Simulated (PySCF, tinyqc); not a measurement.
Worked calculation: RHF in the sto-3g basis, for H2O, spin multiplicity 1. The lowest restricted solution is unstable here: a spin-polarised one lies 0.0030 hartree lower (PySCF). Computed by tinyqc, a small Python program that keeps every step (integrals from PySCF). Settings: charge = 0, multiplicity = 1, basis = sto-3g, energy threshold = 1e-10, iteration cap = 74, orthogonalisation = symmetric, start = highest core orbitals, DIIS depth = 0, damping = 0.2, method = RHF. Command: `OMP_NUM_THREADS=1 python tinyqc.py 24627 24628 out.jsonl` (the two numbers bound the seeds that draw the settings). One thread of a shared host (Intel(R) Xeon(R) Processor @ 2.60GHz), about 0.07 s of CPU time with the checks. Later iterations appear only in the table of the cycle.

## One-electron integrals

Geometry (angstrom):

| atom | x | y | z |
|---|---|---|---|
| O | 0.00000 | 0.00000 | 0.00000 |
| H | 0.00000 | 1.05400 | 0.66500 |
| H | 0.00000 | -1.11100 | 0.70100 |

Basis sto-3g: exponents (1/bohr^2) and contraction coefficients of normalised primitives:

| element | l (shell) | exponent | coefficient |
|---|---|---|---|
| O | s (1) | 130.70932 | 0.15433 |
| O | s (1) | 23.80886 | 0.53533 |
| O | s (1) | 6.44361 | 0.44463 |
| O | s (2) | 5.03315 | -0.09997 |
| O | s (2) | 1.16960 | 0.39951 |
| O | s (2) | 0.38039 | 0.70012 |
| O | p (3) | 5.03315 | 0.15592 |
| O | p (3) | 1.16960 | 0.60768 |
| O | p (3) | 0.38039 | 0.39196 |
| H | s (1) | 3.42525 | 0.15433 |
| H | s (1) | 0.62391 | 0.53533 |
| H | s (1) | 0.16886 | 0.44463 |

Overlap, kinetic and nuclear-attraction integrals over the contracted functions; the nuclear repulsion is the sum of Za Zb / Rab.

nuclear repulsion = 6.8639075 hartree

overlap S, lower triangle:
```
          1O 1s    1O 2s   1O 2px    1O 2py   1O 2pz    2H 1s    3H 1s
1O 1s   1.00000
1O 2s   0.23670  1.00000
1O 2px  0.00000  0.00000  1.00000
1O 2py  0.00000  0.00000  0.00000   1.00000
1O 2pz  0.00000  0.00000  0.00000   0.00000  1.00000
2H 1s   0.02722  0.30697  0.00000   0.24088  0.15198  1.00000
3H 1s   0.02331  0.27467  0.00000  -0.21988  0.13873  0.09033  1.00000
```

kinetic energy T (hartree), lower triangle:
```
           1O 1s    1O 2s   1O 2px    1O 2py   1O 2pz     2H 1s    3H 1s
1O 1s   29.00320
1O 2s   -0.16801  0.80813
1O 2px   0.00000  0.00000  2.52873
1O 2py   0.00000  0.00000  0.00000   2.52873
1O 2pz   0.00000  0.00000  0.00000   0.00000  2.52873
2H 1s   -0.00843  0.03012  0.00000   0.09515  0.06004   0.76003
3H 1s   -0.00750  0.01685  0.00000  -0.07306  0.04610  -0.01133  0.76003
```

nuclear attraction V (hartree), lower triangle:
```
            1O 1s     1O 2s    1O 2px    1O 2py    1O 2pz     2H 1s     3H 1s
1O 1s   -61.44589
1O 2s    -7.37894  -9.87815
1O 2px    0.00000   0.00000  -9.76481
1O 2py   -0.00077  -0.00923   0.00000  -9.85162
1O 2pz   -0.00928  -0.11590   0.00000  -0.00392  -9.79937
2H 1s    -0.86724  -2.23903   0.00000  -1.53368  -0.99002  -4.82853
3H 1s    -0.74249  -1.96850   0.00000   1.36500  -0.88259  -0.49390  -4.66513
```

core Hamiltonian H = T + V (hartree), lower triangle:
```
            1O 1s     1O 2s    1O 2px    1O 2py    1O 2pz     2H 1s     3H 1s
1O 1s   -32.44269
1O 2s    -7.54695  -9.07002
1O 2px    0.00000   0.00000  -7.23608
1O 2py   -0.00077  -0.00923   0.00000  -7.32289
1O 2pz   -0.00928  -0.11590   0.00000  -0.00392  -7.27064
2H 1s    -0.87567  -2.20891   0.00000  -1.43852  -0.92999  -4.06850
3H 1s    -0.74999  -1.95165   0.00000   1.29193  -0.83649  -0.50523  -3.90510
```

## Two-electron integrals

Functions are numbered as in S; the eight-fold symmetry (ij|kl) = (ji|kl) = (kl|ij) leaves the list below.

Two-electron integrals (ij|kl) in chemists' order, unique and non-zero (hartree):
```
(11|11) 4.78507     (21|11) 0.74138     (21|21) 0.13687     (22|11) 1.11895
(22|21) 0.25663     (22|22) 0.81721     (31|31) 0.02448     (32|31) 0.03781
(32|32) 0.18052     (33|11) 1.11581     (33|21) 0.25668     (33|22) 0.81702
(33|33) 0.88016     (41|41) 0.02448     (42|41) 0.03781     (42|42) 0.18052
(43|43) 0.04744     (44|11) 1.11581     (44|21) 0.25668     (44|22) 0.81702
(44|33) 0.78527     (44|44) 0.88016     (51|51) 0.02448     (52|51) 0.03781
(52|52) 0.18052     (53|53) 0.04744     (54|54) 0.04744     (55|11) 1.11581
(55|21) 0.25668     (55|22) 0.81702     (55|33) 0.78527     (55|44) 0.78527
(55|55) 0.88016     (61|11) 0.08616     (61|21) 0.01579     (61|22) 0.02949
(61|33) 0.02943     (61|41) 0.00059     (61|42) 0.00113     (61|44) 0.02955
(61|51) 0.00037     (61|52) 0.00071     (61|54) 0.00008     (61|55) 0.02948
(61|61) 0.00184     (62|11) 0.23879     (62|21) 0.05558     (62|22) 0.19969
(62|33) 0.19611     (62|41) 0.00351     (62|42) 0.02842     (62|44) 0.20364
(62|51) 0.00221     (62|52) 0.01793     (62|54) 0.00475     (62|55) 0.19911
(62|61) 0.00655     (62|62) 0.06380     (63|31) 0.00545     (63|32) 0.03303
(63|43) 0.00569     (63|53) 0.00359     (63|63) 0.00848     (64|11) 0.15610
(64|21) 0.03677     (64|22) 0.14109     (64|33) 0.13492     (64|41) 0.00745
(64|42) 0.05170     (64|44) 0.15128     (64|51) 0.00127     (64|52) 0.01178
(64|54) 0.00673     (64|55) 0.13690     (64|61) 0.00450     (64|62) 0.05487
(64|64) 0.05516     (65|11) 0.09849     (65|21) 0.02320     (65|22) 0.08902
(65|33) 0.08512     (65|41) 0.00127     (65|42) 0.01178     (65|44) 0.08827
(65|51) 0.00625     (65|52) 0.04046     (65|54) 0.00767     (65|55) 0.09355
(65|61) 0.00284     (65|62) 0.03462     (65|64) 0.02945     (65|65) 0.02706
(66|11) 0.41951     (66|21) 0.09918     (66|22) 0.41082     (66|33) 0.39575
(66|41) 0.00714     (66|42) 0.08209     (66|44) 0.42775     (66|51) 0.00451
(66|52) 0.05179     (66|54) 0.02019     (66|55) 0.40849     (66|61) 0.01175
(66|62) 0.17585     (66|64) 0.17283     (66|65) 0.10905     (66|66) 0.77461
(71|11) 0.07377     (71|21) 0.01352     (71|22) 0.02525     (71|33) 0.02521
(71|41) -0.00050    (71|42) -0.00095    (71|44) 0.02531     (71|51) 0.00032
(71|52) 0.00060     (71|54) -0.00006    (71|55) 0.02525     (71|61) 0.00155
(71|62) 0.00541     (71|64) 0.00345     (71|65) 0.00235     (71|66) 0.00965
(71|71) 0.00135     (72|11) 0.20999     (72|21) 0.04890     (72|22) 0.17639
(72|33) 0.17323     (72|41) -0.00307    (72|42) -0.02520    (72|44) 0.17989
(72|51) 0.00194     (72|52) 0.01590     (72|54) -0.00420    (72|55) 0.17588
(72|61) 0.00556     (72|62) 0.04284     (72|64) 0.02602     (72|65) 0.02254
(72|66) 0.09275     (72|71) 0.00493     (72|72) 0.05045     (73|31) 0.00473
(73|32) 0.02891     (73|43) -0.00500    (73|53) 0.00315     (73|63) 0.00537
(73|73) 0.00661     (74|11) -0.13926    (74|21) -0.03281    (74|22) -0.12646
(74|33) -0.12100    (74|41) 0.00649     (74|42) 0.04560     (74|44) -0.13546
(74|51) -0.00112    (74|52) -0.01053    (74|54) 0.00597     (74|55) -0.12277
(74|61) -0.00359    (74|62) -0.02656    (74|64) -0.01126    (74|65) -0.01374
(74|66) -0.05468    (74|71) -0.00343    (74|72) -0.04406    (74|74) 0.04470
(75|11) 0.08787     (75|21) 0.02070     (75|22) 0.07979     (75|33) 0.07634
(75|41) -0.00112    (75|42) -0.01053    (75|44) 0.07916     (75|51) 0.00543
(75|52) 0.03555     (75|54) -0.00678    (75|55) 0.08378     (75|61) 0.00244
(75|62) 0.02280     (75|64) 0.01365     (75|65) 0.01719     (75|66) 0.05339
(75|71) 0.00216     (75|72) 0.02780     (75|74) -0.02403    (75|75) 0.02177
(76|11) 0.04987     (76|21) 0.01171     (76|22) 0.04575     (76|33) 0.04477
(76|41) -9.92e-06   (76|42) -0.00014    (76|44) 0.04579     (76|51) 0.00074
(76|52) 0.00721     (76|54) -2.64e-05   (76|55) 0.04663     (76|61) 0.00136
(76|62) 0.01417     (76|64) 0.01068     (76|65) 0.00871     (76|66) 0.04054
(76|71) 0.00117     (76|72) 0.01275     (76|74) -0.00987    (76|75) 0.00795
(76|76) 0.00410     (77|11) 0.39913     (77|21) 0.09439     (77|22) 0.39261
(77|33) 0.37881     (77|41) -0.00653    (77|42) -0.07639    (77|44) 0.40814
(77|51) 0.00412     (77|52) 0.04820     (77|54) -0.01851    (77|55) 0.39048
(77|61) 0.01072     (77|62) 0.10058     (77|64) 0.05841     (77|65) 0.05705
(77|66) 0.24395     (77|71) 0.00956     (77|72) 0.15269     (77|74) -0.15266
(77|75) 0.09632     (77|76) 0.04054     (77|77) 0.77461
```

## Orthogonalisation

S = U s U^T; symmetric (Loewdin) form X = U s^(-1/2) U^T, so that X^T S X = 1.

eigenvalues of S: 0.53571  0.62973  0.89875  1.00000  1.09042  1.28253  1.56286

X, lower triangle:
```
           1O 1s     1O 2s   1O 2px    1O 2py    1O 2pz     2H 1s    3H 1s
1O 1s    1.02302
1O 2s   -0.13111   1.09503
1O 2px   0.00000   0.00000  1.00000
1O 2py  -0.00067   0.00675  0.00000   1.04729
1O 2pz  -0.00409   0.03561  0.00000   0.00300   1.01735
2H 1s    0.01616  -0.17109  0.00000  -0.14091  -0.08291   1.07746
3H 1s    0.01447  -0.14805  0.00000   0.12654  -0.07327  -0.03035  1.06167
```

## Starting guess

The start is the highest orbitals of the core Hamiltonian (a deliberately bad start); D = 2 C_occ C_occ^T.

D at the start, lower triangle:
```
           1O 1s     1O 2s   1O 2px    1O 2py    1O 2pz     2H 1s    3H 1s
1O 1s    0.01067
1O 2s   -0.05751   0.34996
1O 2px   0.00000   0.00000  2.00000
1O 2py   0.01390  -0.04519  0.00000   2.26215
1O 2pz   0.11011  -0.42063  0.00000  -0.00654   1.92006
2H 1s    0.05411  -0.49990  0.00000  -0.59971  -0.28595   2.40841
3H 1s    0.05012  -0.43231  0.00000   0.54775  -0.25173  -0.12515  2.32426
```

## Iteration 1: building the Fock matrix

J_ij = sum D_kl (ij|kl), K_ij = sum D_kl (ik|jl); F = H + J - 0.5 K; E = tr D H + tr D J / 2 - 0.25 tr D K + E_nn.

Coulomb J (hartree), lower triangle:
```
           1O 1s     1O 2s   1O 2px    1O 2py   1O 2pz    2H 1s    3H 1s
1O 1s    8.33718
1O 2s    1.92567   6.46464
1O 2px   0.00000   0.00000  6.41352
1O 2py  -0.00355  -0.01518  0.00000   6.53145
1O 2pz  -0.01903  -0.00682  0.00000   0.00138  6.44512
2H 1s    0.22084   1.71211  0.00000   1.27816  0.81028  4.44243
3H 1s    0.18931   1.52209  0.00000  -1.15925  0.73203  0.42527  4.35766
```

exchange K (hartree), lower triangle:
```
           1O 1s     1O 2s   1O 2px    1O 2py   1O 2pz    2H 1s    3H 1s
1O 1s    0.15980
1O 2s    0.22905   1.21294
1O 2px   0.00000   0.00000  1.97937
1O 2py  -0.00232  -0.06062  0.00000   2.04929
1O 2pz  -0.01784  -0.47689  0.00000  -0.01208  1.88045
2H 1s    0.03279   0.34689  0.00000   0.42049  0.16443  1.59750
3H 1s    0.02900   0.32270  0.00000  -0.40450  0.15443  0.09256  1.60252
```

Fock matrix F (hartree), lower triangle:
```
            1O 1s     1O 2s    1O 2px    1O 2py    1O 2pz     2H 1s     3H 1s
1O 1s   -24.18541
1O 2s    -5.73581  -3.21186
1O 2px    0.00000   0.00000  -1.81225
1O 2py   -0.00316   0.00590   0.00000  -1.81609
1O 2pz   -0.01939   0.11572   0.00000   0.00350  -1.76574
2H 1s    -0.67123  -0.67025   0.00000  -0.37060  -0.20193  -0.42481
3H 1s    -0.57518  -0.59092   0.00000   0.33494  -0.18168  -0.12624  -0.34870
```

total energy of this density = -28.2176412 hartree

This density is the starting one.

## Iteration 1: diagonalisation and new density

Diagonalise F' = X^T F X, C = X C', fill 5 alpha and 5 beta electrons from the bottom; D = 2 C_occ C_occ^T; the new density keeps 0.2 of the old one (damping). Each column has its largest component positive (the first on a tie).

F' = X^T F X (hartree), lower triangle:
```
           1         2         3         4         5         6         7
1  -23.86228
2   -2.65903  -2.24468
3    0.00000   0.00000  -1.81225
4   -0.00497   0.00994   0.00000  -1.80301
5   -0.04266   0.13449   0.00000   0.00504  -1.76068
6   -0.08710  -0.21378   0.00000  -0.13288  -0.06882  -0.22961
7   -0.06705  -0.18807   0.00000   0.12030  -0.06053  -0.03804  -0.18962
```

orbital energies (hartree): MO1 -24.18544, MO2 -2.02372, MO3 -1.82274, MO4 -1.81225, MO5 -1.70953, MO6 -0.20132, MO7 -0.14714

coefficients C:
```
            MO1       MO2       MO3      MO4       MO5       MO6       MO7
1O 1s   0.99990  -0.22253   0.00040  0.00000  -0.10839   0.05472   0.01333
1O 2s   0.00035   0.94544  -0.00143  0.00000   0.46224  -0.39118  -0.09074
1O 2px  0.00000   0.00000   0.00000  1.00000   0.00000   0.00000   0.00000
1O 2py  0.00014  -0.02210   1.01885  0.00000   0.05619  -0.10737   0.28196
1O 2pz  0.00078  -0.41967  -0.05808  0.00000   0.91310  -0.18279  -0.04318
2H 1s   0.00027  -0.02649  -0.04808  0.00000  -0.04252   0.96372  -0.53341
3H 1s   0.00029  -0.02609   0.04963  0.00000  -0.03608   0.48220   0.96675
```

D after iteration 1, lower triangle:
```
           1O 1s     1O 2s   1O 2px    1O 2py    1O 2pz     2H 1s    3H 1s
1O 1s    1.69985
1O 2s   -0.42773   1.84202
1O 2px   0.00000   0.00000  2.00000
1O 2py   0.00178  -0.00325  0.00000   2.11916
1O 2pz   0.01429  -0.04351  0.00000   0.00094   2.00522
2H 1s    0.02803  -0.17140  0.00000  -0.20120  -0.09705   0.48940
3H 1s    0.02606  -0.15272  0.00000   0.18813  -0.09015  -0.02529  0.47196
```

## Iteration 2: building the Fock matrix

As before.

Coulomb J (hartree), lower triangle:
```
           1O 1s     1O 2s   1O 2px    1O 2py   1O 2pz    2H 1s    3H 1s
1O 1s   16.49815
1O 2s    3.21262   8.32023
1O 2px   0.00000   0.00000  8.30410
1O 2py  -0.00061  -0.00298  0.00000   8.32711
1O 2pz  -0.00291  -0.00080  0.00000   0.00016  8.30997
2H 1s    0.37065   2.00317  0.00000   1.40813  0.88906  4.18103
3H 1s    0.31743   1.77004  0.00000  -1.26401  0.79751  0.45751  4.01635
```

exchange K (hartree), lower triangle:
```
           1O 1s     1O 2s   1O 2px    1O 2py   1O 2pz    2H 1s    3H 1s
1O 1s    7.90175
1O 2s    1.41747   2.53294
1O 2px   0.00000   0.00000  2.27974
1O 2py  -0.00042  -0.01158  0.00000   2.30054
1O 2pz  -0.00323  -0.09033  0.00000  -0.00240  2.26178
2H 1s    0.17538   0.57444  0.00000   0.36498  0.21262  0.52677
3H 1s    0.15073   0.50779  0.00000  -0.32968  0.18989  0.10011  0.48320
```

Fock matrix F (hartree), lower triangle:
```
            1O 1s     1O 2s    1O 2px    1O 2py    1O 2pz     2H 1s     3H 1s
1O 1s   -19.89542
1O 2s    -5.04306  -2.01626
1O 2px    0.00000   0.00000  -0.07185
1O 2py   -0.00117  -0.00642   0.00000  -0.14605
1O 2pz   -0.01058  -0.07153   0.00000  -0.00256  -0.09156
2H 1s    -0.59271  -0.49296   0.00000  -0.21288  -0.14724  -0.15085
3H 1s    -0.50793  -0.43551   0.00000   0.19277  -0.13392  -0.09777  -0.13035
```

total energy of this density = -65.4526480 hartree

This density is a damped mixture and is not idempotent.

## Iteration 2: diagonalisation and new density

As before.

F' = X^T F X (hartree), lower triangle:
```
           1         2         3         4         5         6        7
1  -19.53469
2   -2.62920  -1.04660
3    0.00000   0.00000  -0.07185
4   -0.00294   0.00479   0.00000  -0.04783
5   -0.02047  -0.01129   0.00000   0.00365  -0.05491
6   -0.05103  -0.25193   0.00000  -0.22593  -0.13874   0.03794
7   -0.03583  -0.21772   0.00000   0.20273  -0.12244  -0.03465  0.01941
```

orbital energies (hartree): MO1 -19.90193, MO2 -0.81631, MO3 -0.30020, MO4 -0.14995, MO5 -0.07185, MO6 0.21875, MO7 0.32296

coefficients C:
```
             MO1       MO2       MO3       MO4      MO5       MO6       MO7
1O 1s    0.99518  -0.24280   0.00770   0.08006  0.00000   0.08755   0.02786
1O 2s    0.02030   0.92672  -0.03781  -0.38480  0.00000  -0.48398  -0.16071
1O 2px   0.00000   0.00000   0.00000   0.00000  1.00000   0.00000   0.00000
1O 2py   0.00022   0.00978   0.68348  -0.01396  0.00000   0.19781  -0.79131
1O 2pz   0.00145   0.09576   0.01620   0.80107  0.00000  -0.60910  -0.16241
2H 1s   -0.00322   0.13729   0.39763   0.29523  0.00000   0.48696   0.84666
3H 1s   -0.00282   0.11991  -0.39176   0.32485  0.00000   0.81756  -0.47935
```

D after iteration 2, lower triangle:
```
           1O 1s     1O 2s   1O 2px    1O 2py   1O 2pz     2H 1s    3H 1s
1O 1s    2.02926
1O 2s   -0.46300   1.98234
1O 2px   0.00000   0.00000  2.00000
1O 2py   0.00353  -0.01890  0.00000   1.17173
1O 2pz   0.07077  -0.36084  0.00000   0.00151  1.44288
2H 1s   -0.01015  -0.03663  0.00000   0.39014  0.39032   0.52048
3H 1s   -0.00908  -0.02914  0.00000  -0.39617  0.40654  -0.07449  0.53181
```

## Iteration 21 (converged): orbitals

converged F (hartree), lower triangle:
```
            1O 1s     1O 2s    1O 2px    1O 2py    1O 2pz     2H 1s     3H 1s
1O 1s   -20.26611
1O 2s    -5.16386  -2.38064
1O 2px    0.00000   0.00000  -0.38376
1O 2py   -0.00107  -0.00790   0.00000  -0.16121
1O 2pz   -0.02118  -0.02867   0.00000  -0.01013  -0.21004
2H 1s    -0.60620  -0.61895   0.00000  -0.33433  -0.25637  -0.30335
3H 1s    -0.51959  -0.55105   0.00000   0.31143  -0.24290  -0.11439  -0.26405
```

Diagonalise F' = X^T F X, C = X C', fill 5 alpha and 5 beta electrons from the bottom; D = 2 C_occ C_occ^T. Each column has its largest component positive (the first on a tie).

F' = X^T F X (hartree), lower triangle:
```
           1         2         3         4         5         6         7
1  -19.89623
2   -2.66975  -1.37404
3    0.00000   0.00000  -0.38376
4   -0.00310   0.00652   0.00000  -0.00177
5   -0.04161   0.07410   0.00000  -0.00176  -0.14080
6   -0.04115  -0.31910   0.00000  -0.34828  -0.24485  -0.04672
7   -0.02641  -0.28225   0.00000   0.32395  -0.23004  -0.03055  -0.05350
```

orbital energies (hartree): MO1 -20.27399, MO2 -1.15928, MO3 -0.48652, MO4 -0.38708, MO5 -0.38376, MO6 0.32572, MO7 0.46807

coefficients C:
```
             MO1       MO2       MO3       MO4      MO5       MO6       MO7
1O 1s    0.99469  -0.24720   0.01205   0.07368  0.00000   0.08867  -0.01724
1O 2s    0.02231   0.93932  -0.06147  -0.37154  0.00000  -0.48364   0.10117
1O 2px   0.00000   0.00000   0.00000   0.00000  1.00000   0.00000   0.00000
1O 2py   0.00023   0.00831   0.59658  -0.04950  0.00000   0.11929   0.87182
1O 2pz   0.00200   0.04357   0.06468   0.74917  0.00000  -0.68615   0.10191
2H 1s   -0.00362   0.12865   0.48735   0.32304  0.00000   0.55608  -0.74192
3H 1s   -0.00316   0.11294  -0.43079   0.41444  0.00000   0.72304   0.52791
```

D after iteration 21, lower triangle:
```
           1O 1s     1O 2s   1O 2px    1O 2py   1O 2pz     2H 1s    3H 1s
1O 1s    2.11217
1O 2s   -0.47625   2.04927
1O 2px   0.00000   0.00000  2.00000
1O 2py   0.00343  -0.02094  0.00000   0.71687
1O 2pz   0.09439  -0.48270  0.00000   0.00372  1.13470
2H 1s   -0.01146  -0.05844  0.00000   0.55165  0.55826   0.71685
3H 1s   -0.01143  -0.04297  0.00000  -0.55316  0.57508  -0.12305  0.74020
```

## Convergence

Stop when the energy changes by less than 1e-10 hartree and every element of the error matrix X^T (F D S - S D F) X is below 3e-06.

Course of the cycle:

| iteration | E (hartree) | change | largest element of the error matrix |
|---|---|---|---|
| 1 | -28.2176412 | - | 3.18e-01 |
| 2 | -65.4526480 | -3.72e+01 | 3.33e-01 |
| 3 | -72.8673705 | -7.41e+00 | 2.06e-01 |
| 4 | -74.4393860 | -1.57e+00 | 3.00e-02 |
| 5 | -74.7573127 | -3.18e-01 | 9.93e-03 |
| 6 | -74.8210519 | -6.37e-02 | 3.16e-03 |
| 7 | -74.8338111 | -1.28e-02 | 1.37e-03 |
| 8 | -74.8363653 | -2.55e-03 | 7.11e-04 |
| 9 | -74.8368769 | -5.12e-04 | 4.09e-04 |
| 10 | -74.8369796 | -1.03e-04 | 2.47e-04 |
| 11 | -74.8370002 | -2.07e-05 | 1.54e-04 |
| 12 | -74.8370044 | -4.19e-06 | 9.68e-05 |
| 13 | -74.8370053 | -8.60e-07 | 6.17e-05 |
| 14 | -74.8370055 | -1.81e-07 | 3.97e-05 |
| 15 | -74.8370055 | -4.01e-08 | 2.56e-05 |
| 16 | -74.8370055 | -9.64e-09 | 1.65e-05 |
| 17 | -74.8370055 | -2.60e-09 | 1.06e-05 |
| 18 | -74.8370055 | -7.99e-10 | 6.86e-06 |
| 19 | -74.8370055 | -2.76e-10 | 4.43e-06 |
| 20 | -74.8370055 | -1.04e-10 | 2.86e-06 |
| 21 | -74.8370055 | -4.09e-11 | 1.84e-06 |

PySCF RHF in the same basis = -74.8370055 hartree

Converged in 21 iterations.

## Populations, bond orders and dipole

Mulliken: Z minus the diagonal of D S on the atom; Loewdin: the same with S^(1/2) D S^(1/2); Mayer order: 2 sum_s sum (D(s) S)_ij (D(s) S)_ji over the two atoms.

Charges (e):

| atom | Mulliken | Loewdin |
|---|---|---|
| 1O | -0.17636 | -0.13693 |
| 2H | 0.09479 | 0.07281 |
| 3H | 0.08157 | 0.06412 |

Mayer bond orders:

| pair | order |
|---|---|
| 2-1 | 0.97733 |
| 3-1 | 0.97966 |
| 3-2 | 0.01369 |

dipole moment about the origin, x y z (debye): 0.00000  0.04578  1.24442
